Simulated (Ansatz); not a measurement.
# BH₃O: a ladder of functionals and wavefunction methods

The task here is to estimate one member of a computed series from the others.

Computed with Ansatz 0.2.0, Gaussian basis. Level: functionals in def2-TZVPP, the program's frozen cores in correlated methods.

The runs, in order: LDA (SPW92), PBE-D4, revPBE-D4, BLYP-D4, r2SCAN-D4, B97M-V, PBE0-D4, B3LYP-D4, r2SCANh-D4, r2SCAN0-D4, HSE06-D4, BHLYP-D4, CAM-B3LYP-D4, LC-ωPBE, ωB97X-V, ωB97M-V, B2PLYP, PBE-QIDH; CCSD(T)/def2-SVP; CCSD(T)/def2-TZVPP; CCSD(T)/def2-QZVPP; extrapolation to the limit; RPA on PBE.

1 further run of the same task is left out (it didn't finish).

**The relaxed structure**

The geometry comes from an earlier relaxation with PBE0-D4 in a triple-zeta def2 set; it is a stationary point.

SMILES `BO`, 5 atoms, charge 0, spin multiplicity 1.

Atoms are counted from 1 here; the program's logs count them from 0.

Bond lengths: B1–O2 1.348 Å, B1–H3 1.196 Å, B1–H4 1.202 Å, O2–H5 0.961 Å. Angles: O2–B1–H3 116.8°, O2–B1–H4 120.7°, H3–B1–H4 122.5°, B1–O2–H5 113.5°.

The first run:

Contents of in.yaml:

```yaml
crystal:
  periodic: [false, false, false]
  atoms:
    - {symbol: B, position_ang: [-0.226553, -0.352828, 0.074736]}
    - {symbol: O, position_ang: [0.413452, 0.801776, 0.345859]}
    - {symbol: H, position_ang: [-0.820338, -0.865465, 0.977791]}
    - {symbol: H, position_ang: [-0.190617, -0.828933, -1.028104]}
    - {symbol: H, position_ang: [0.873957, 1.171750, -0.411682]}
basis:
  gaussian: {orbitals: def2-TZVPP}
hamiltonian: {xc: lda}
output: {orbitals: {seedname: orbitals}}
```

Steps of the session up to this table: LDA; PBE-D4 (GGA); revPBE-D4 (GGA); BLYP-D4 (GGA); r2SCAN-D4 (meta-GGA); B97M-V (meta-GGA); PBE0-D4 (hybrid); B3LYP-D4 (hybrid); r2SCANh-D4 (hybrid); r2SCAN0-D4 (hybrid); HSE06-D4 (hybrid); BHLYP-D4 (hybrid); CAM-B3LYP-D4 (range-separated); LC-ωPBE-D4 (range-separated; the results give it without D4); ωB97X-V (range-separated); ωB97M-V (range-separated); B2PLYP (double hybrid); PBE-QIDH (double hybrid).

One of the session's tables, all rows but one given; the rest of the session is left out.

It belongs to the step «Frontier levels by functional». 

| functional | HOMO (eV) | gap (eV) |
| --- | --- | --- |
| LDA (SPW92) | -7.37 | 5.67 |
| PBE-D4 | -7.36 | 5.92 |
| revPBE-D4 | -7.34 | 6.01 |
| BLYP-D4 | -7.33 | 6.00 |
| r2SCAN-D4 | -7.69 | 6.69 |
| B97M-V | -7.79 | 6.64 |
| PBE0-D4 | -8.86 | 8.44 |
| B3LYP-D4 | -8.68 | 7.99 |
| r2SCANh-D4 | -8.24 | 7.59 |
| r2SCAN0-D4 | -9.07 | 8.93 |
| HSE06-D4 | -8.45 | 7.65 |
| BHLYP-D4 | -10.34 | 10.88 |
| CAM-B3LYP-D4 | ? | ? |
| LC-ωPBE | -11.74 | 13.61 |
| ωB97X-V | -11.39 | 13.15 |
| ωB97M-V | -11.23 | 12.69 |

Q: Estimate the row for CAM-B3LYP-D4 from the others.

**Answer.** HOMO (eV): -10.37; gap (eV): 10.99. In the column «HOMO (eV)» it lies between ωB97M-V (-11.23) and BHLYP-D4 (-10.34).
